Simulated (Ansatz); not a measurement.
Reaction (SMILES): [SiH4] (SiH4) → [SiH3] (SiH3) + H atom
B3LYP-D3(BJ)/def2-TZVP geometries, fixed; electronic energies without zero-point terms.
Largest species:
```xyz
5

Si     0.0000     0.0000     0.0000
H      0.8756     0.8547     0.8331
H     -0.8222    -0.8655     0.8753
H     -0.8862     0.8545    -0.8220
H      0.8328    -0.8437    -0.8864
```

Basis-set convergence of the bond dissociation energy at PBE with Ansatz (a first-principles code). Cartesian d functions, on some or all atoms, in 6-31G*, 6-31+G*, 6-311G**, 6-311+G**; all else is spherical. The program fits the integrals of some runs and decomposes those of others, by size. Open shells are unrestricted. No added dispersion term, no relativity. Functions are those of the species that has most. Reference: the value in pcseg-4, 91.06 kcal/mol, itself unsure by roughly 0.04 kcal/mol (its mean distance from aug-pcseg-3, aug-cc-pV(Q+d)Z, cc-pV(5+d)Z). Deviations are taken from unrounded values.

| basis | functions | bond dissociation energy (kcal/mol) | minus reference (kcal/mol) |
|---|---|---|---|
| 6-31G | 21 | 87.78 | -3.29 |
| pcseg-0 | 21 | 86.64 | -4.43 |
| 6-31G* | 27 | 91.27 | 0.20 |
| 6-31+G* | 31 | 91.31 | 0.24 |
| def2-SVP | 38 | 90.73 | -0.33 |
| pcseg-1 | 38 | 90.45 | -0.61 |
| 6-311G** | 51 | 90.62 | -0.45 |
| 6-311+G** | 55 | 90.57 | -0.49 |
| def2-SVPD | 56 | 90.91 | -0.16 |
| aug-cc-pV(D+d)Z | 68 | 90.21 | -0.85 |
| def2-TZVPD | 79 | 91.03 | -0.03 |
| def2-TZVPP | 98 | 91.09 | 0.02 |
| jun-cc-pV(T+d)Z | 104 | 91.06 | -0.01 |
| def2-TZVPPD | 116 | 91.06 | 0.00 |
| 6-311++G(3df,3pd) | 119 | 90.96 | -0.11 |
| aug-cc-pV(T+d)Z | 147 | 90.97 | -0.10 |
| def2-QZVPP | 190 | 91.05 | -0.01 |
| cc-pV(5+d)Z | 320 | 91.09 | 0.02 |
